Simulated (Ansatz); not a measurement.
Consider the substitution at a C–C bond: `N=C(O)CCO` + `NCS` → `NCSCO` + `CC(=N)O`.

Calculated with Ansatz (gas phase, PBE0-D4/def2-TZVP geometries, no zero-point term in ΔE). CCSD(T)/CBS adds triple-zeta CCSD(T) − MP2 to the extrapolated MP2 energy (def2 sets, frozen cores). DFT in def2-TZVPP. B3LYP here is the variant with VWN-RPA as its local correlation; programs differ in this. One conformer a species, not always the lowest.

| level | ΔE (kJ/mol) | difference from CCSD(T)/CBS |
| --- | --- | --- |
| PBE-D4 | -19.4 | -7.9 |
| r2SCAN-D4 | -18.4 | -6.9 |
| PBE0-D4 | -14.9 | -3.4 |
| B3LYP-D4 | -16.4 | -4.9 |
| B2PLYP | -15.1 | -3.6 |
| PBE | -20.4 | -8.9 |
| B3LYP | -17.8 | -6.3 |
| CCSD(T)/def2-TZVPP | -7.8 | 3.7 |
| MP2/CBS(def2) | -14.6 | -3.1 |
| CCSD/CBS(def2) | -10.4 | 1.1 |
| CCSD(T)/CBS | -11.5 | 0 |

Largest T1 diagnostic among the species: 0.013.

From PBE to PBE0 (25 % exact exchange), in def2-TZVPP and without D4, ΔE moves by +4.7 kJ/mol.
